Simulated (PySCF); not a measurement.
# 1,1-dimethylcyclopropane: calculation against experiment

**What was measured.**

From NIST CCCBDB Release 22 (SRD 101), experimental dipoles, for the gas: dipole moment 0.142 D.

The results are set against them at the end.

Species: 1,1-dimethylcyclopropane, C5H10.
Atom-mapped SMILES: `[CH3:1][C:2]1([CH3:3])[CH2:4][CH2:5]1` (hydrogens: H6, H7, H8 on C1; H9, H10, H11 on C3; H12, H13 on C4; H14, H15 on C5)

Geometry (PBE0-D3(BJ)/def2-TZVP, Å), atoms numbered from 1 in this order:
```xyz
15
C5H10 angstrom
C     -1.3393   -0.7611   -0.1080
C      0.0023   -0.0834   -0.0272
C      1.1573   -0.9161   -0.5156
C      0.0551    1.3949   -0.2661
C      0.2477    0.8482    1.1209
H     -1.5794   -1.0331   -1.1404
H     -2.1352   -0.1094    0.2598
H     -1.3525   -1.6773    0.4903
H      2.1011   -0.3725   -0.4315
H      1.0234   -1.1942   -1.5655
H      1.2486   -1.8390    0.0652
H      0.9214    1.7989   -0.7765
H     -0.8731    1.9103   -0.4834
H      1.2440    0.8831    1.5456
H     -0.5506    0.9945    1.8388
```

The PySCF runs (gas phase, on this PBE0-D3(BJ)/def2-TZVP geometry; no spin–orbit coupling):

```csv
level,job,basis functions,wall time
"PBE0-D3(BJ)/def2-TZVP, grid level 2",geometry optimisation from a GFN2-xTB start,215,98 s
```

Hardware: one thread, Arm Neoverse V2 (aarch64) (shared host).

Results beside the measurements:

**Dipole moment.** Measured: 0.142 D (NIST CCCBDB Release 22 (SRD 101), experimental dipoles).

| level | computed (D) | computed − measured (D) |
| --- | --- | --- |
| PBE0-D3(BJ)/def2-TZVP | 0.131 | -0.011 |

The computed dipoles belong to one fixed geometry; measured ones are averaged over vibrations unless marked μe. Magnitudes are compared, not signs.

The geometry is computed, not the measured one. Where a level misses, the cause wasn't examined.
